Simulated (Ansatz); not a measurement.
# AlSiH (singlet): wave-function methods side by side at a displaced geometry (v1), cc-pVTZ

The task here is to estimate one member of a computed series from the others.

Program: Ansatz 0.2.0, Gaussian basis. Level of theory: cc-pVTZ, core rule «outside noble gas», up to 10 orbitals frozen. These are calculated values, not measurements.

To be run: UHF; CCSD(T) on RHF; CCSD(T) on UHF; BCCD(T) on RHF; CCSDT(Q) on RHF.

15 further runs of the same task are left out: 3 for a known fault of the program, 6 that didn't finish, 6 set aside as unsound or not needed. Runs told in other sessions of the task aren't counted.

## What is computed

The geometry is a PBE0/def2-TZVP stationary point (not a proven minimum) with its atoms shifted at random (size 0.040 Å).

3 atoms, charge 0, spin multiplicity 1.

Atoms are counted from 1 here; the program's logs count them from 0.

Bond lengths: Si1–Al2 2.657 Å, Si1–H3 1.598 Å. Angles: Al2–Si1–H3 76.9°.

Set-up of the first run:

File in.yaml:

```yaml
crystal:
  periodic: [false, false, false]
  atoms:
    - {symbol: Si, position_ang: [-0.000446, -0.059018, 1.284043]}
    - {symbol: Al, position_ang: [-0.001279, 0.005205, -1.372411]}
    - {symbol: H, position_ang: [0.046685, 1.505172, 0.959166]}
basis:
  gaussian: {orbitals: cc-pVTZ}
magnetization: {spin_polarized: true, initial_magnetization: 0}
hamiltonian: {xc: hf}
output: {orbitals: {seedname: orbitals}}
```

Run with:

```sh
$ ansatz run in.yaml --threads 1 --pin off --events-out ev --progress --plain --max-ram 2393MiB
```

Among the steps run: UHF; CCSD(T) on RHF; CCSD(T) on UHF; BCCD(T) on RHF; CCSDT(Q) on RHF.

One of the session's tables, all rows but one given; the rest of the session is left out.

```
   method  from RCCSDT(Q) (kJ/mol)
      RHF                   +524.1
      UHF                   +453.3
     RMP2                   +127.4
     UMP2                   +112.7
    RCCSD                    +28.0
    UCCSD                     +9.6
 RCCSD(T)                     +6.9
 UCCSD(T)                    -11.8
  BCCD(T)                     +6.8
   RCCSDT                        ?
RCCSDT(Q)                        0
```

Estimate the missing values for RCCSDT.

**Answer.** from RCCSDT(Q) (kJ/mol): +2.1. In the column «from RCCSDT(Q) (kJ/mol)» it lies between RCCSDT(Q) (0) and BCCD(T) (+6.8).

The program flags UCCSD(T) as in doubt (see the logs), so read those rows with care; the flags are large difference.

Limits of these values: The determinant of HF (⟨S²⟩ 1.15) is far from a pure spin state, so its energy mixes those of several spin states; that is harmless only where they are near-degenerate. The determinant of CCSD(T) (⟨S²⟩ 1.15) is far from a pure spin state, so its energy mixes those of several spin states; high orders of coupled cluster remove much of that, low ones don't. The program flags UCCSD(T) as in doubt, so read those rows with care; the flags are large difference. Warnings: restricted reference is unstable; spin contamination. Restricted and unrestricted rows rest on different reference determinants; a gap between their highest levels can come from leftover correlation error, from unlike frozen cores or from another state.
